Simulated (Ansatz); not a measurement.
**CHOSi (doublet): wave-function methods side by side at a displaced geometry (v2), cc-pVDZ**

An exercise on one series of results from a longer session: the logs are not shown, and one member is left open.

Computed with Ansatz 0.2.0, Gaussian basis. Level: cc-pVDZ, core rule «outside noble gas», up to 7 orbitals frozen.

The runs, in order: UHF; CCSD(T) on ROHF; CCSD(T) on UHF; BCCD(T) on ROHF; CISD; CCSDT(Q) on ROHF; CCSDT(Q) on UHF; CASSCF and MRCISD+Q, 9 electrons in 9 orbitals; CASSCF and NEVPT2, 9 electrons in 9 orbitals.

25 further runs of the same task are left out: 9 that didn't finish, 16 set aside as unsound or not needed.

## The system

The geometry is a PBE0/def2-TZVP stationary point (not a proven minimum) with its atoms shifted at random (size 0.100 Å).

4 atoms, charge 0, spin multiplicity 2.

Atoms are counted from 1 here; the program's logs count them from 0.

Bond lengths: O1–C2 1.144 Å, C2–Si3 1.850 Å, Si3–H4 1.471 Å. Angles: O1–C2–Si3 166.9°, C2–Si3–H4 81.7°.

Set-up of the first run:

in.yaml reads:

```yaml
crystal:
  periodic: [false, false, false]
  atoms:
    - {symbol: O, position_ang: [0.078175, 0.019568, 1.750820]}
    - {symbol: C, position_ang: [-0.086699, 0.071933, 0.619882]}
    - {symbol: Si, position_ang: [-0.010078, -0.091242, -1.221730]}
    - {symbol: H, position_ang: [0.073030, 1.374604, -1.135380]}
basis:
  gaussian: {orbitals: cc-pVDZ}
magnetization: {spin_polarized: true, initial_magnetization: 1}
hamiltonian: {xc: hf}
output: {orbitals: {seedname: orbitals}}
```

Command:

```
$ ansatz run in.yaml --threads 1 --pin off --events-out ev --progress --plain --max-ram 2393MiB
```

Steps of the session up to this table: UHF; CCSD(T) on ROHF; CCSD(T) on UHF; BCCD(T) on ROHF; CISD; CCSDT(Q) on ROHF; CCSDT(Q) on UHF; CASSCF and MRCISD+Q, 9 electrons in 9 orbitals; CASSCF and NEVPT2, 9 electrons in 9 orbitals.

One of the session's tables, all rows but one given; the rest of the session is left out.

| method | from UCCSDT(Q) (kJ/mol) |
| --- | --- |
| ROHF | +1114.3 |
| UHF | +1103.6 |
| RMP2 | +105.0 |
| UMP2 | +109.1 |
| CISD | +167.5 |
| RCCSD | +51.9 |
| UCCSD | ? |
| RCCSD(T) | +7.6 |
| UCCSD(T) | +7.9 |
| BCCD(T) | +7.2 |
| RCCSDT | +4.6 |
| UCCSDT | +4.5 |
| RCCSDT(Q) | +0.6 |
| UCCSDT(Q) | 0 |

Q: Estimate the row for UCCSD from the others.

As computed: from UCCSDT(Q) (kJ/mol): +51.5. In the column «from UCCSDT(Q) (kJ/mol)» it lies between UCCSD(T) (+7.9) and RCCSD (+51.9).

Not comparable, so not listed: CASSCF and NEVPT2, 9 electrons in 9 orbitals (they don't share determinant, frozen orbitals or solution with the rows shown, or repeat one).

Limits of these values: Left out of the table: CASSCF frontier, MRCISD frontier, MRCISD+Q frontier (the active space lost an orbital or holds another state than full CI finds). Restricted and unrestricted rows rest on different reference determinants; where their highest levels disagree by more than a few hundredths of an eV, they describe different states and don't form one ladder. Warnings in the runs' records: passed over end.
